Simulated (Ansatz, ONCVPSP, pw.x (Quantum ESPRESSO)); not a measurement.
## pw.x on bcc Nb: one setting changed

Potential: optimised norm-conserving Vanderbilt (ONCV), ONCVPSP 4.0.1.1 (patched build), PBEsol; core [Ar] 3d10, reference 4s2 4p6 4d4 5s1; waves: 4s+5s: rc 1.85 bohr, ncon 5, nbas 9, qcut 6 1/bohr, 2 projectors; 4p: rc 1.35 bohr, ncon 3, nbas 6, qcut 5.8 1/bohr, 2 projectors, debl 2.4 Ha; 4d: rc 1.35 bohr, ncon 3, nbas 6, qcut 7.1 1/bohr, local; local part: the d channel; core correction: Teter function, fcfact 2.25, rcfact 1.8.

The reference run (k-mesh 14³, cutoffs 155/620 Ry, Fermi–Dirac 0.01 Ry, mixing_beta 0.4, conv_thr 1e-9, no spin) gives 0.29 GPa at 17.566 Å³/atom, where all-electron LAPW gives -0.00 GPa. This run, with its own iteration cap, changes k-mesh points per axis to 4.

```
&control
  calculation='scf', prefix='x', pseudo_dir='./', outdir='./tmp', tstress=.true., disk_io='none'
/
&system
  ibrav=0, nat=1, ntyp=1, ecutwfc=155, ecutrho=620, nbnd=14,
  occupations='smearing', smearing='fd', degauss=0.01
/
&electrons
  conv_thr=1e-09, mixing_beta=0.4, electron_maxstep=60
/
ATOMIC_SPECIES
Nb 1.0 Nb.UPF
CELL_PARAMETERS angstrom
  -1.63758667 1.63758667 1.63758667
  1.63758667 -1.63758667 1.63758667
  1.63758667 1.63758667 -1.63758667
ATOMIC_POSITIONS crystal
Nb 0.0000 0.0000 0.0000
K_POINTS automatic
4 4 4 0 0 0
```

```bash
pw.x < Nb.scf.in > Nb.scf.out
```

Question: How does the run end?

Answer: It converges in 7 iterations; the free energy moves by -11.2 meV/atom and the pressure by +3.96 GPa.

```
Message from routine setup:
     using ibrav=0 with symmetry is DISCOURAGED, use correct ibrav instead
     lattice parameter (alat)  =       5.3600  a.u.
     unit-cell volume          =     118.5412 (a.u.)^3
     number of electrons       =        13.00
     number of Kohn-Sham states=           14
     kinetic-energy cutoff     =     155.0000  Ry
     charge density cutoff     =     620.0000  Ry
     scf convergence threshold =      1.0E-09
     Exchange-correlation= PBESOL
     number of k points=     8  Fermi-Dirac smearing, width (Ry)=  0.0100
     iteration #  1     ecut=   155.00 Ry     beta= 0.40
     total energy              =    -121.19945315 Ry
     estimated scf accuracy    <       0.09557330 Ry
     iteration #  2     ecut=   155.00 Ry     beta= 0.40
     total energy              =    -121.20123522 Ry
     estimated scf accuracy    <       0.01240030 Ry
     iteration #  3     ecut=   155.00 Ry     beta= 0.40
     total energy              =    -121.20279861 Ry
     estimated scf accuracy    <       0.00070433 Ry
     iteration #  4     ecut=   155.00 Ry     beta= 0.40
     total energy              =    -121.20283946 Ry
     estimated scf accuracy    <       0.00003163 Ry
     iteration #  5     ecut=   155.00 Ry     beta= 0.40
     total energy              =    -121.20284903 Ry
     estimated scf accuracy    <       0.00000369 Ry
     iteration #  6     ecut=   155.00 Ry     beta= 0.40
     total energy              =    -121.20284978 Ry
     estimated scf accuracy    <       0.00000002 Ry
     iteration #  7     ecut=   155.00 Ry     beta= 0.40
     the Fermi energy is    18.2682 ev
!    total energy              =    -121.20284978 Ry
     estimated scf accuracy    <          8.8E-10 Ry
     smearing contrib. (-TS)   =      -0.00472966 Ry
     The total energy is F=E-TS. E is the sum of the following terms:
     one-electron contribution =     -14.42071308 Ry
     hartree contribution      =      14.79556760 Ry
     xc contribution           =     -22.20110454 Ry
     ewald contribution        =     -99.37187011 Ry
     convergence has been achieved in   7 iterations
          total   stress  (Ry/bohr**3)                   (kbar)     P=       42.47
     Message from routine punch:
     Nothing written, as per user request (disk_io='none')
```

The run took about 5 s on one core of a shared host (Intel(R) Xeon(R) Platinum 8488C, 96 threads, 744 GiB, load 39).
